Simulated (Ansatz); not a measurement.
System: bcc Ba. Method: PBE+SOC in Ansatz (PAW).

Input:

Ansatz 0.2 input:
```yaml
crystal:
  lattice:
    - [-2.5432956105, 2.5432956105, 2.5432956105]
    - [2.5432956105, -2.5432956105, 2.5432956105]
    - [2.5432956105, 2.5432956105, -2.5432956105]
  atoms:
    - { symbol: Ba, position: [0.0, 0.0, 0.0] }
basis:
  ecutwfc: 520
  ecutrho_ratio: 4
  xc_grid: 2
kpoints:
  mp_grid: { grid: [16, 16, 16] }
hamiltonian:
  xc: pbe
  dispersion: none
  pseudopotentials: { kind: paw }
scf:
  occupations: { method: fermi_dirac, width: 0.05 }
  convergence: { dr2_threshold: 0.0000000001 }
output:
  forces: false
  stress: true
  eigenvalues: true
magnetization:
  noncollinear: true
  spin_orbit: true
```

From the output:

```
Crystal: 1 atoms, lattice volume = 65.804 Å³
Basis set: ecut = 520 eV, 1745 PW (Γ), exchange–correlation on 72×72×72 points (8 copies of the dense FFT grid, shifted against one another)
Bands: 18, of which v1, the nominal top of the filled ones, is band 10 counted from 1 (9 counted from 0)
Symmetry: 48 space group operations + 48 with time reversal
k-points: 145 of 4096
Initial density: superposition of atomic densities (chi_scale 0.1, normalization cell)
Functional: x = pbe(κ = 0.804, μ = 0.2195149727645171), c = pbe(β = 0.06672455060314922)
spin=Noncollinear: Kerker preconditioning applied to the charge; magnetization (m_x, m_y, m_z) channels mix plain (no charge-response kernel on spin).
SCF 1 converged in 8 iterations: F = -5954.302877 eV  dr2 = 6.08e-11
SCF converged after 8 iterations
Free energy (F): -5954.302877 eV
Internal energy: -5954.292403 eV  (E = F + TS)
E sigma→0 (E₀):  -5954.297640 eV
Fermi energy:    5.506525 eV
--- Stress (GPa, compression-positive) ---
       -0.324143      -0.000000       0.000000
        0.000000      -0.324143      -0.000000
        0.000000       0.000000      -0.324143
  P = ⅓ Tr σ = -0.3241 GPa (-3.241 kbar)
```

The cell is one volume of an energy–volume scan, off the minimum.

Ansatz is a program for electronic structure.
